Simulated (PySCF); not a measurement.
**HPO: from structure and modes to constants**

Level of theory: PBE0/[P def2-TZVP, O def2-TZVP, H def2-TZVP], no relativity, density fitting, PySCF.

The singlet minimum has Cs symmetry. Masses (u): P 30.97376, O 15.99492, H 1.00782.

```xyz
3
charge 0 multiplicity 1, angstrom
P     0.3589    0.0000   -0.3280
O    -0.7916    0.0000    0.6004
H     1.5343    0.0000    0.5510
```

Harmonic wavenumbers (cm⁻¹): 1004.4 (a', ×1), 1253.2 (a', ×1), 2124.3 (a', ×1).

Find the principal moments of inertia and the rotational constants. What kind of rotor is it?

About the centre of mass I = 1.9282, 23.861, 25.789 u Å². With B = 16.8576/I this gives 8.743, 0.7065, 0.6537 cm⁻¹. The molecule is an asymmetric top with κ = -0.99.

What is the harmonic zero-point energy?

Half the sum of all 3 wavenumbers, 4382/2 = 2191 cm⁻¹, which is 26.2 kJ/mol (1 cm⁻¹ = 0.0119627 kJ/mol).

Find the vibrational entropy and heat capacity at 298.15 K.

With u = 1.43878 ω/T, each mode gives S = R[u/(eᵘ−1) − ln(1−e⁻ᵘ)] and C = R u² eᵘ/(eᵘ−1)².
```
ω (cm⁻¹)       u  S (J/(mol K))  C (J/(mol K))
  1004.4   4.847           0.38           1.56
  1253.2   6.048           0.14           0.72
  2124.3  10.251           0.00           0.03
```
The sums over all modes are S = 0.5 and C = 2.3 J/(mol K); the softest mode gives 73 % of the entropy.

Give the standard entropy (298.15 K, 1 bar) by its translational, rotational, vibrational and spin parts, and Cp.

Sackur–Tetrode with M = 47.98 u gives 157.1; rotation with symmetry number 1 gives 78.0; vibration 0.5; spin R ln 1 = 0.0. The total is 235.6 J/(mol K), and Cp = 4 R + 2.3 = 35.6 J/(mol K).

This need not be the most stable arrangement of these atoms.
